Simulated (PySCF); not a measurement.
# C₂⁺: energy against distance

Set-up: basis C def2-TZVPPD; no relativity; PySCF 2.14. Energies in eV from C⁺ + C in their ground configurations at the same level. State: ⁴Σg⁻ (quartet), unpaired electrons σ ↑, π ↑↑.

```
R (Å)  UHF-CCSD(T)
1.264       -4.936
1.321       -5.325
1.363       -5.471
1.405       -5.522
1.447       -5.499
1.503       -5.381
1.574       -5.141
1.658       -4.772
```

**Question.** Put a parabola through the three lowest points of the UHF-CCSD(T) curve and estimate Re, k and ωe (reduced mass 6.0 u; 1 eV/Å² = 0.16022 mdyn/Å; ωe = 1302.8·√(k/μ) cm⁻¹).

**Answer.** Through R = 1.363, 1.405, 1.447 Å the second-order coefficient is 21.0 eV/Å², so Re ≈ 1.413 Å, k ≈ 6.72 mdyn/Å and ωe ≈ 1379 cm⁻¹. A polynomial fit of higher order to the unrounded UHF-CCSD(T) energies gives Re = 1.411 Å, k = 6.41 mdyn/Å, ωe = 1347 cm⁻¹; anharmonicity and rounding make the difference.

The higher-order fit for each curve: UHF-CCSD(T): Re = 1.411 Å, ωe = 1347 cm⁻¹, De = 5.52 eV.

Correlated steps freeze 2 core orbitals. The state is the lowest determinant that a PBE0 search found; another state may lie lower at other levels.
